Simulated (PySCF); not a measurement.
PySCF input (PBE/def2-TZVP):

```python
import numpy as np, basis_set_exchange as bse
from pyscf import gto, scf, dft, df

basis = {'H': gto.basis.parse(bse.get_basis('def2-TZVP', elements=['H'], fmt='nwchem')), 'N': gto.basis.parse(bse.get_basis('def2-TZVP', elements=['N'], fmt='nwchem'))}
mol = gto.M(
    atom='''
    N     0.00224146   -0.00382052    0.11155442
    H    -0.00202883    0.95117179   -0.22808750
    H     0.80949996   -0.46442426   -0.29287493
    H    -0.82316134   -0.46000387   -0.25991854
    ''',
    basis=basis,
    charge=0,
    verbose=4,
    max_memory=2160,
)
mf = dft.RKS(mol, xc='pbe')
mf.grids.level = 3
mf = mf.density_fit(auxbasis=df.autoaux(mol))
mf.max_cycle = 100
mf.conv_tol = 1e-4
print('smallest overlap eigenvalue', np.linalg.eigvalsh(mol.intor('int1e_ovlp'))[0])
mf.kernel()
dip = mf.dip_moment()
```

Output:

```
PySCF version 2.14.0

[INPUT] verbose = 4
[INPUT] num. atoms = 4
[INPUT] num. electrons = 10
[INPUT] charge = 0
[INPUT] spin (= nelec alpha-beta = 2S) = 0
[INPUT] symmetry False subgroup None
[INPUT] Mole.unit = angstrom
[INPUT] Symbol           X                Y                Z      unit          X                Y                Z       unit  Magmom
[INPUT]  1 N      0.002241460000  -0.003820520000   0.111554420000 AA    0.004235745519  -0.007219736453   0.210807301785 Bohr   0.0
[INPUT]  2 H     -0.002028830000   0.951171790000  -0.228087500000 AA   -0.003833933053   1.797454180512  -0.431022907437 Bohr   0.0
[INPUT]  3 H      0.809499960000  -0.464424260000  -0.292874930000 AA    1.529733222246  -0.877634657004  -0.553453406451 Bohr   0.0
[INPUT]  4 H     -0.823161340000  -0.460003870000  -0.259918540000 AA   -1.555549488930  -0.869281330540  -0.491174855297 Bohr   0.0

nuclear repulsion = 11.935771654522
number of shells = 23
number of NR pGTOs = 70
number of NR cGTOs = 49
basis = {'H': [[0, [34.061341, 0.0060251978], [5.1235746, 0.045021094], [1.1646626, 0.20189726]], [0, [0.32723041, 1.0]], [0, [0.10307241, 1.0]], [1, [0.8, 1.0]]], 'N': [[0, [19730.800647, 0.00021887984991], [2957.8958745, 0.0016960708803], [673.22133595, 0.0087954603538], [190.68249494, 0.035359382605], [62.295441898, 0.11095789217], [22.654161182, 0.24982972552]], [0, [8.9791477428, 0.40623896148], [3.686300237, 0.24338217176]], [0, [0.84660076805, 1.0]], [0, [0.33647133771, 1.0]], [0, [0.13647653675, 1.0]], [1, [49.20038051, 0.0055552416751], [11.346790537, 0.038052379723], [3.4273972411, 0.14953671029], [1.1785525134, 0.3494930523]], [1, [0.41642204972, 0.45843153697]], [1, [0.14260826011, 0.24428771672]], [2, [1.654, 1.0]], [2, [0.469, 1.0]], [3, [1.093, 1.0]]]}
ecp = {}
ETB for H: l = 0, exps = 0.20614482 * 1.8^n , n = 0..10
ETB for H: l = 1, exps = 0.90307241 * 2^n , n = 0..2
ETB for H: l = 2, exps = 1.6 * 2.2^n , n = 0..0
ETB for N: l = 0, exps = 0.2729530735 * 1.8^n , n = 0..15
ETB for N: l = 1, exps = 0.27908479686 * 1.8^n , n = 0..12
ETB for N: l = 2, exps = 0.28521652022 * 1.8^n , n = 0..11
ETB for N: l = 3, exps = 0.6116082601099999 * 2.2^n , n = 0..6
ETB for N: l = 4, exps = 0.938 * 2.2^n , n = 0..2
smallest overlap eigenvalue 0.0049709374754397925

******** <class 'pyscf.df.df_jk.DFRKS'> ********
method = DFRKS
initial guess = minao
damping factor = 0
level_shift factor = 0
DIIS = <class 'pyscf.scf.diis.CDIIS'>
diis_start_cycle = 1
diis_space = 8
diis_damp = 0
SCF conv_tol = 0.0001
SCF conv_tol_grad = None
SCF max_cycles = 100
direct_scf = False
XC library pyscf.dft.libxc version 7.1.2
    S. Lehtola, C. Steigemann, M. J. T. Oliveira, and M. A. L. Marques,  SoftwareX 7, 1–5 (2018)
XC functionals = pbe
    J. P. Perdew, K. Burke, and M. Ernzerhof,  Phys. Rev. Lett. 77, 3865 (1996)
    J. P. Perdew, K. Burke, and M. Ernzerhof,  Phys. Rev. Lett. 78, 1396 (1997)
    J. P. Perdew, K. Burke, and M. Ernzerhof,  Phys. Rev. Lett. 77, 3865 (1996)
    J. P. Perdew, K. Burke, and M. Ernzerhof,  Phys. Rev. Lett. 78, 1396 (1997)
radial grids:
    Treutler-Ahlrichs [JCP 102, 346 (1995); DOI:10.1063/1.469408] (M4) radial grids

becke partition: Becke, JCP 88, 2547 (1988); DOI:10.1063/1.454033
pruning grids: <function nwchem_prune>
grids dens level: 3
symmetrized grids: False
atomic radii adjust function: <function treutler_atomic_radii_adjust>
small_rho_cutoff = 0
Set gradient conv threshold to 0.01
Initial guess from minao.
tot grids = 43328
init E= -56.4024292248838
  HOMO = -0.320161890076825  LUMO = -0.00924254431170368  gap/eV = 8.46055
cycle= 1 E= -56.4581886182376  delta_E= -0.0558  |g|= 0.475  |ddm|=  1.1
  HOMO = -0.09890503797725  LUMO = 0.0339029804064594  gap/eV = 3.61389
cycle= 2 E= -56.3406398549478  delta_E= 0.118  |g|= 0.867  |ddm|= 0.837
  HOMO = -0.219369484733406  LUMO = 0.00786110745488244  gap/eV = 6.18326
cycle= 3 E= -56.5077941670863  delta_E= -0.167  |g|= 0.0201  |ddm|= 0.581
  HOMO = -0.21789646035527  LUMO = 0.00962411061814095  gap/eV = 6.19115
cycle= 4 E= -56.5078763011775  delta_E= -8.21e-05  |g|= 0.0059  |ddm|= 0.0224
  HOMO = -0.217946147929961  LUMO = 0.008862322152698  gap/eV = 6.17177
Extra cycle  E= -56.5078805111016  delta_E= -4.21e-06  |g|= 0.00383  |ddm|= 0.00798
converged SCF energy = -56.5078805111016
Dipole moment(X, Y, Z, Debye): -0.03293,  0.05612, -1.63872
```
